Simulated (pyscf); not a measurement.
Single points on ωB97X-D3(BJ)/def2-SVP structures (PySCF, gas phase). MP2 and CC: frozen core, UHF for open shells. ΔMP2 is the change of the MP2 total energy from the triple- to the quadruple-zeta basis.

**Question.** Estimate the classical barrier height and the reaction energy of HO–AsH₂ + SiH₂ [singlet] -> O=AsH + SiH₄ at CCSD(T)/def2-TZVPP + ΔMP2(QZVPP). The step runs on the singlet surface, breaks H–O, As–H and forms H–Si, H–Si; take the separated reactants as zero.

**Answer.** ΔE‡ = 27.3 kJ/mol, ΔE = -82.4 kJ/mol. Zero-point energy shifts the barrier by -3.6 kJ/mol. It is a concerted two-bond exchange, with an imaginary mode of 1411i cm⁻¹. On the reactant side the descent ends in a bound adduct, 63.4 kJ/mol under the separated species and 78.2 kJ/mol under the saddle at ωB97X-D3(BJ)/def2-TZVP. At ωB97X-D3(BJ) the barrier from the zero used here is 14.8 kJ/mol. The same reactants have a lower exit, to HO–SiH₂–AsH₂ (barrier -63.6 kJ/mol at ωB97M-D3(BJ), against +34.4 kJ/mol here). O=AsH lies 31.2 kJ/mol over its isomer HO–As: [triplet] (electronic energy, ωB97M-D3(BJ)). This is the saddle that the search found; another between the same sides may lie lower. The CCSD(T) − MP2 part came from Ansatz, without density fitting, on the same reference. The frozen core leaves the outer d or s,p core shells of the metals and heavy elements correlated in the MP2 and CC values, and def2-TZVPP describes them poorly, which can shift differences by a few kcal/mol. Elements up to Kr have no core potential and no relativistic terms here.
